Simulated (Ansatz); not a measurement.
**Silicon, diamond: B3LYP at the BLYP geometry**

How do the levels change when part of the exchange is made exact, and what does it cost? Spin polarisation is left out. The cell comes from an earlier BLYP relaxation. Exact exchange is dear, so the k-mesh is coarse, and BLYP is run on the same mesh for comparison.

Computed with Ansatz 0.2.0 (DFT, plane waves (420 eV) with PBE-made PAW files, scalar-relativistic; functionals as named at each step, unless a step says otherwise).

## Step 1: Starting point

The structure is cubic, space group Fd-3m (No. 227). The conventional cell has a = 5.533 Å, b = 5.533 Å, c = 5.533 Å, α = 90.00°, β = 90.00°, γ = 90.00°. Around Si (site symmetry -43m) lie 4 Si at 2.40 Å.

Structure file:

```
CELL_PARAMETERS angstrom
0.00000 2.76631 2.76631
2.76631 0.00000 2.76631
2.76631 2.76631 0.00000
ATOMIC_POSITIONS crystal
Si 0.50000 0.50000 0.50000
Si 0.75000 0.75000 0.75000
```

## Step 2: BLYP, coarse mesh

The run with BLYP.

input.yaml

```yaml
crystal:
  lattice:
    - [0.0, 2.7663090435, 2.7663090435]
    - [2.7663090435, 0.0, 2.7663090435]
    - [2.7663090435, 2.7663090435, 0.0]
  atoms:
    - { symbol: Si, position: [0.5, 0.5, 0.5] }
    - { symbol: Si, position: [0.75, 0.75, 0.75] }
hamiltonian:
  xc: blyp
  pseudopotentials:
    kind: paw
    azcp:
      Si: "pseudopotentials/Si.paw.azcp"
basis:
  ecutwfc: 420
  fft_grid_basis: typed
kpoints:
  mp_grid: { grid: [5, 5, 5], shift: [0, 0, 0] }
magnetization:
  spin_polarized: false
scf:
  occupations: { method: fermi_dirac, width: 0.1 }
```

## Step 3: B3LYP on the coarse mesh

The run with B3LYP.

Edit input.yaml of step 2 so:

```diff
@@ -9,3 +9,3 @@
 hamiltonian:
-  xc: blyp
+  xc: b3lyp
   pseudopotentials:
```

(Steps that only read results are left out.)

**Question.** What will these runs give? Wanted: BLYP: gap; B3LYP: gap.

As calculated:

| quantity | value |
| --- | --- |
| BLYP: gap | 0.87 eV |
| B3LYP: gap | 1.87 eV |
| B3LYP: SCF cycles, exchange loops | 10, 2 |
| B3LYP: CPU time over that of BLYP | 14 |

What this shows: The gap goes from 0.87 eV under BLYP to 1.87 eV under B3LYP. B3LYP cost 14 times the CPU time of BLYP. B3LYP needed 2 outer loops of the exchange operator. The cell taken over is 6 % larger than the measured one (20.02 Å³/atom, COD). A gap read on the mesh alone is an upper bound to the gap of this level of theory. Absolute energies differ from functional to functional, by eV per atom at times, and say nothing by themselves.
